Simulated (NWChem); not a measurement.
SiH3, doublet; SMILES [SiH3]

```xyz
4

Si     0.0000     0.0000     0.0795
H      1.0013     1.0013    -0.3712
H      0.3665    -1.3678    -0.3712
H     -1.3678     0.3665    -0.3712
```
Atoms are numbered in this order, from 1.

All runs: NWChem. Pople sets run with spherical d functions. Spin-unrestricted. In the optimisation the excess spin sits in a (C3, its own frame). Structure relaxed at the PBE0-D3(BJ)/def2-TZVP, spin-unrestricted level. No stability test was run on the SCF state. Total energies compare along this basis series because the functional is fixed.

| level | basis functions | energy (Ha) | highest occupied level (eV) | lowest empty minus highest occupied level, either spin (eV) | dipole (D) | <S²> |
|---|---|---|---|---|---|---|
| PBE0/STO-3G | 12 | -287.7207 | -3.29 | 4.91 | 0.39 | 0.751 |
| PBE0/3-21G | 19 | -289.5523 | -6.42 | 3.81 | 0.03 | 0.752 |
| PBE0/6-31G* | 24 | -291.0791 | -6.35 | 3.90 | 0.01 | 0.752 |
| PBE0/6-31+G* | 28 | -291.0804 | -6.40 | 3.86 | 0.09 | 0.752 |
| PBE0/6-311G** | 44 | -291.1066 | -6.40 | 3.85 | ___ | 0.752 |
| PBE0/6-311++G** | 51 | -291.1069 | -6.41 | 3.84 | 0.08 | 0.752 |

What belongs in the gaps?


- PBE0/6-311G**, dipole (D): 0.15
